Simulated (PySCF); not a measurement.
**Structure elucidation problem**

Molecular formula: C2H3Cl3O. Simulated spectra:

1H NMR (400 MHz, computed): δ 3.93 (s, 2H), 2.00 (br s, 1H).

13C{1H} NMR (computed): δ 126.3 (C), 82.2 (CH2).

All values are calculated (PySCF 2.14): σ from GIAO-B97-2/pcSseg-2, geometry from PBE0-D3(BJ)/def2-TZVP. Averaged over atoms made equivalent by symmetry, fast rotation or ring inversion, no relativistic terms, a single conformation, isolated molecule.

References, each an isolated molecule treated in the same way: 1H (σ = 31.64 ppm) and 13C (σ = 185.38 ppm) against TMS.

**Question.** What is the structure?

**Answer.** 
The formula gives 0 degrees of unsaturation. 2 carbon signals for 2 carbons: no two carbons are equivalent. Carbon types of the structure: 1 × C, 1 × CH2, leaving 1 H on heteroatoms. δC 126.3: fully substituted sp3 carbon bonded to 3 Cl; 3 electronegative neighbours deshield it. δC 82.2: sp3 CH2 bonded to O; the inductive effect lowers its shielding. δH 3.93: hydrogen on an sp3 CH2 bonded to O; its carbon carries O, an electronegative neighbour. δH 2.00: hydrogen on an alcohol oxygen; labile proton, position sensitive to the medium.

Structure: CCl3CH2OH (TCE) (OCC(Cl)(Cl)Cl).

The shifts were computed for this structure.

The OH or NH signal is concentration- and solvent-dependent in practice; the value given is the gas-phase one. Carbons that carry Cl, above all several Cl atoms, come out too deshielded, partly because spin–orbit coupling is missing. Shifts are as computed. Against solution values, carbons near 30 ppm lie about +3 ppm off and those near 130 ppm about +7 ppm; carbons on Cl a further +5 ppm. Of 1211 compounds with measured shifts, 218 miss one by over three times the rms of a fit or turn the order of signals round; such compounds aren't used in these exercises.
